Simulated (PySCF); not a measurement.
## Converging CN in the basis (PBE0)

PySCF, UKS reference; doublet, unpaired electrons σ ↑; De to C + N without counterpoise correction.

```csv
basis,relativity,functions,Re (Å),ωe (cm⁻¹),De (eV),μ (D)
pcseg-1,no relativity,28,1.167,2195,7.61,-1.50
def2-SVPD,no relativity,40,1.166,2219,7.83,-1.59
def2-TZVP,no relativity,62,1.160,2184,7.74,-1.49
def2-TZVPPD,no relativity,74,1.160,2184,7.74,-1.50
```

How does each smaller set differ from the one with most functions, def2-TZVPPD?

pcseg-1: +0.7 pm, +0.5 % in ωe, -0.13 eV in De; def2-SVPD: +0.6 pm, +1.6 % in ωe, +0.09 eV in De; def2-TZVP: +0.0 pm, +0.0 % in ωe, +0.00 eV in De. All at PBE0; the set with most functions is neither the basis-set limit nor always the best.

A positive dipole means C(−)N(+). The state was picked by a PBE0 search and need not be the measured ground state.
